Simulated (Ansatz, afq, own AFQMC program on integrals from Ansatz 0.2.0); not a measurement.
## Where AFQMC and coupled cluster stand for SiC, quintet

```yaml
atoms:
  - { symbol: Si, position_ang: [0.0000, 0.0000, 0.0000] }
  - { symbol: C, position_ang: [0.0000, 0.0000, 1.7100] }
```

Basis cc-pVTZ. Only valence electrons are correlated. AFQMC by an in-house program on the Cholesky factors that Ansatz 0.2.0 writes for its CCSD(T) run. ph-AFQMC/CISD is guided by a CISD state made of CCSD amplitudes; releasing the constraint for a short imaginary time cuts its bias at the price of noise, slowly where states lie close. ± is one standard error of the sampling.

Determinant: UHF, the one that the program's search chose, which needn't be the lowest solution. The geometry is a PBE0/def2-TZVP stationary point of this or a neighbouring charge and spin state.

No full CI on the walks' own integrals is used here; CCSDT(Q) serves as the reference and is uncertain by about the last step of the cluster series.

Cautions: another spin lies lower; strong correlation (T1 0.051, weight of the determinant 0.85, largest double 0.09); the released energies are still falling, so no released level is given (meV from the phaseless value at times in 1/Eh: -8 ± 4 at 0.24, -9 ± 3 at 0.51, -16 ± 3 at 0.99, -18 ± 4 at 1.62, -21 ± 4 at 2.40).

- T1 diagnostic: 0.0510
- weight of the determinant in the CISD state: 0.853
- ⟨S²⟩ of the determinant: 6.024
- size of the correlated space: 8 electrons in 58 orbitals

Reference: CCSDT(Q), correlation energy -5.115 eV.

| level | E − E(reference) (mEh) | share of correlation (%) |
| --- | --- | --- |
| HF | 187.98 | 0.00 |
| MP2 | 45.11 | 76.00 |
| CCSD | 10.53 | 94.40 |
| CCSD(T) | 2.36 | 98.75 |
| CCSDT | 0.48 | 99.74 |
| ph-AFQMC/CISD | 1.08 ± 0.17 | 99.42 |

A walk keeps the symmetry of its determinant, which the program's search chose and which needn't be the lowest solution, so a lower state of the same spin and another symmetry isn't excluded.
